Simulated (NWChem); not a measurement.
# CH2S (methanethial) at 6 levels

Wanted: a comparison of 6 runs (HF/STO-3G, HF/3-21G, HF/def2-SVP, B3LYP/6-31G*, B3LYP/def2-SVP, PBE0/def2-SVP) of CH2S (methanethial). 

Program for the calculation: NWChem 7.3.0.

1 further run of the same task is left out (set aside as unsound or not needed). Runs told in other sessions of the task aren't counted.

## Step 1: The structure to begin with

CH2S: 4 atoms, total charge 0, spin state singlet. SMILES: `C=S`. The shape is that of a PBE0-D4/def2-TZVP optimisation.

Bond lengths: C1–S2 1.599 Å, C1–H3 1.090 Å, C1–H4 1.090 Å. Angles: S2–C1–H3 122.2°, S2–C1–H4 122.2°, H3–C1–H4 115.6°.

## Step 2: Energy and forces at HF/STO-3G (run 1)

Input file ch2s.nw:

```
start ch2s
title "CH2S"
memory total 2200 mb

geometry units angstroms noautosym nocenter noautoz
  C    -0.096100   -0.033540   -0.040190
  S     1.308390    0.456540    0.547110
  H    -0.972060   -0.177290    0.593080
  H    -0.240220   -0.245710   -1.100000
end

basis spherical bse
  * library STO-3G
end

scf
  thresh 1e-08
  maxiter 80
end

task scf gradient
```

Command:

```bash
$ nwchem ch2s.nw > ch2s.out
```

Standard output:

```text
[...]
  functions       =    16
[...]
  wavefunction    = RHF
[...]
         Total SCF energy =   -431.670270079511
      One-electron energy =   -688.674407588365
      Two-electron energy =    211.975832366321
 Nuclear repulsion energy =     45.028305142534
        Time for solution =      0.2s
[...]
                         RHF ENERGY GRADIENTS
    atom               coordinates                        gradient
                 x          y          z           x          y          z
   1 C      -0.181603  -0.063381  -0.075948   -0.032546  -0.011360  -0.013617
   2 S       2.472499   0.862736   1.033888    0.024539   0.008563   0.010262
   3 H      -1.836927  -0.335030   1.120759    0.002184   0.001568   0.005884
   4 H      -0.453950  -0.464325  -2.078699    0.005823   0.001229  -0.002529
[...]
```

Run time: 0.95 s. Hardware: 1 thread of Intel Xeon 6975P-C (Granite Rapids), shared host; peak memory 0.097 GiB.

## Step 3: Energy and gradient at HF/3-21G (run 2)

Input file m1.nw:

```
START m1
memory total 2200 mb

GEOMETRY noautosym nocenter noautoz
C       -0.096100      -0.033540      -0.040190
S        1.308390       0.456540       0.547110
H       -0.972060      -0.177290       0.593080
H       -0.240220      -0.245710      -1.100000
END

BASIS "ao basis" spherical bse
C library 3-21G
S library 3-21G
H library 3-21G
END

SCF
thresh 1e-08
maxiter 80
print low
END

TASK scf gradient
```

Command:

```bash
$ nwchem m1.nw > m1.out
```

Standard output:

```text
[...]
  functions       =    26
[...]
  wavefunction    = RHF
[...]
         Total SCF energy =   -434.334634177050
      One-electron energy =   -688.522458951451
      Two-electron energy =    209.159519631867
 Nuclear repulsion energy =     45.028305142534
        Time for solution =      0.3s
[...]
                         RHF ENERGY GRADIENTS
    atom               coordinates                        gradient
                 x          y          z           x          y          z
   1 C      -0.181603  -0.063381  -0.075948    0.040502   0.014129   0.016930
   2 S       2.472499   0.862736   1.033888   -0.030349  -0.010589  -0.012690
   3 H      -1.836927  -0.335030   1.120759   -0.009119  -0.001393   0.007229
   4 H      -0.453950  -0.464325  -2.078699   -0.001034  -0.002148  -0.011470
 Task  times  cpu:        0.4s     wall:        0.4s
 Total times  cpu:        0.5s     wall:        0.5s
```

Wall time 1.1 s (1 thread of Intel Xeon 6975P-C (Granite Rapids), shared host); peak memory 0.097 GiB.

Runs 3 to 5 aren't shown in full; the table further down has their settings and results.

## Step 4: Energy and forces at PBE0/def2-SVP (run 6)

Input file mol.xyz:

```xyz
4
CH2S
C     -0.096100    -0.033540    -0.040190
S      1.308390     0.456540     0.547110
H     -0.972060    -0.177290     0.593080
H     -0.240220    -0.245710    -1.100000
```

Input file run.py:

```python
from ase.io import read
from ase.calculators.nwchem import NWChem

mol = read('mol.xyz')

calc = NWChem(
    label='mol',
    theory='dft',
    memory='2200 mb',
    basis='def2-SVP',
    basispar='spherical bse',
    dft={'xc': 'pbe0', 'mult': '1', 'grid': 'xfine', 'convergence': 'energy 1e-08', 'iterations': '100', 'mulliken': None},
)
mol.calc = calc

forces = mol.get_forces()
print("Total energy (eV):", round(mol.get_potential_energy(), 6))
print("forces (eV/A):")
for s, f in zip(mol.symbols, forces):
    print(f"{s:2s} {f[0]:10.5f} {f[1]:10.5f} {f[2]:10.5f}")
print("dipole (e A):", mol.get_dipole_moment().round(4))
```

Command:

```bash
$ export ASE_NWCHEM_COMMAND="nwchem PREFIX.nwi > PREFIX.nwo"
$ python run.py
```

Standard output:

```text
Total energy (eV): -11894.491989
forces (eV/A):
C     0.09338    0.03270    0.03934
S     0.32668    0.11395    0.13658
H    -0.33414   -0.06171    0.19926
H    -0.08593   -0.08495   -0.37518
dipole (e A): [-0.3061 -0.1068 -0.128 ]
```

The calculator wrote mol.nwi:

```
title "mol"

permanent_dir mol

scratch_dir mol

start mol

geometry units angstrom nocenter noautosym noautoz
  C  -9.6100000000000005e-02 -3.3540000000000000e-02 -4.0189999999999997e-02
  S  1.3083899999999999e+00 4.5654000000000000e-01 5.4710999999999999e-01
  H  -9.7206000000000004e-01 -1.7729000000000000e-01 5.9308000000000005e-01
  H  -2.4021999999999999e-01 -2.4571000000000001e-01 -1.1000000000000001e+00
end

memory 2200 mb

basis spherical bse noprint
   * library def2-SVP
end

dft
  xc pbe0
  mult 1
  grid xfine
  convergence energy 1e-08
  iterations 100
  mulliken
end

task dft gradient
```

mol.nwo:

```text
Northwest Computational Chemistry Package (NWChem) 7.3.0
             --------------------------------------------------------

           Job information
           ---------------

    nwchem branch   = 7.3.0
    use scalapack   = T
    input           = mol.nwi
    prefix          = mol.
    data base       = mol/mol.db
    status          = startup
    nproc           =        1

           Memory information
           ------------------

    heap     =     72089596 doubles =      550.0 Mbytes
    stack    =     72089601 doubles =      550.0 Mbytes
    global   =    144179200 doubles =     1100.0 Mbytes (distinct from heap & stack)
    total    =    288358397 doubles =     2200.0 Mbytes
    verify   = yes
    hardfail = no

           Directory information
           ---------------------

  0 permanent = mol
  0 scratch   = mol

                                NWChem Input Module
                                -------------------

                                        mol
                                        ---

[... 80 lines left out ...]
  convergence criterion.
[... 17 lines left out ...]
          Convergence on gradient requested:  5.00D-04
[... 25 lines left out ...]
          Convergence aids based upon iterative change in
[... 28 lines left out ...]
 1-e energy   =    -689.818628
[... 38 lines left out ...]
         Total DFT energy =     -437.114521770095
[... 2 lines left out ...]
    Exchange-Corr. energy =      -31.613292803127
[... 364 lines left out ...]
          Convergence on energy requested:  1.00D-08
[... 23 lines left out ...]
          Spatial weights used:  Erf1
[... 4 lines left out ...]
          total energy or number of iterations.
[... 18 lines left out ...]
                            NWChem DFT Gradient Module
                            --------------------------

                                        mol

  charge          =   0.00
  wavefunction    = closed shell

                         DFT ENERGY GRADIENTS

    atom               coordinates                        gradient
                 x          y          z           x          y          z
   1 C      -0.181603  -0.063381  -0.075948   -0.001816  -0.000636  -0.000765
   2 S       2.472499   0.862736   1.033888   -0.006353  -0.002216  -0.002656
   3 H      -1.836927  -0.335030   1.120759    0.006498   0.001200  -0.003875
   4 H      -0.453950  -0.464325  -2.078699    0.001671   0.001652   0.007296

                 ----------------------------------------
                 |  Time  |  1-e(secs)   |  2-e(secs)   |
                 ----------------------------------------
                 |  CPU   |       0.00   |       0.29   |
                 ----------------------------------------
                 |  WALL  |       0.00   |       0.29   |
                 ----------------------------------------

 Task  times  cpu:        4.4s     wall:        4.4s
 Total times  cpu:        4.5s     wall:        4.5s
```

Wall time 5.7 s (1 thread of Intel Xeon 6975P-C (Granite Rapids), shared host); peak memory 0.12 GiB.

## Step 5: Overview of the runs

| run | level | Cartesian functions | iteration cap | energy (Eh) | dipole moment (D) | HOMO energy (eV) | LUMO energy (eV) | wall time |
| --- | --- | --- | --- | --- | --- | --- | --- | --- |
| 1 | HF/STO-3G | no | 80 | -431.670270 | 0.87 | -6.56 | 5.81 | 0.95 s |
| 2 | HF/3-21G | no | 80 | -434.334634 | – | – | – | 1.1 s |
| 3 | HF/def2-SVP | no | 80 | -436.367959 | 2.02 | -9.44 | 1.60 | 2.2 s |
| 4 | B3LYP/6-31G* (Cartesian functions) | yes | 100 | -437.462019 | 1.86 | -6.33 | -2.50 | 7.2 s |
| 5 | B3LYP/def2-SVP | no | 100 | -437.323527 | 1.57 | -6.21 | -2.47 | 6.6 s |
| 6 | PBE0/def2-SVP | no | 100 | -437.114522 | 1.67 | -6.52 | -2.34 | 5.7 s |

## Step 6: Outcome

| quantity | value |
| --- | --- |
| run 6: total energy | -437.11452 Eh |
| run 6: dipole moment | 1.67 D |
| run 6: HOMO energy | -6.52 eV |
| run 6: LUMO energy | -2.34 eV |
| run 6: HOMO–LUMO gap | 4.18 eV |
| run 6: largest force on an atom | 0.394 eV/Å |

What this shows: Over runs 1, 3, 4, 5, 6 the dipole moment (its size) runs from 0.87 D (HF/STO-3G) to 2.02 D (HF/def2-SVP). Over runs 1, 3, 4, 5, 6 the HOMO–LUMO gap runs from 3.74 eV (B3LYP/def2-SVP) to 12.37 eV (HF/STO-3G). The two ends differ in method and basis. Totals of different functionals can't be ranked against each other. In run 1 the basis is minimal, so the values are rough. All runs together took 24 s, the longest 7.2 s.
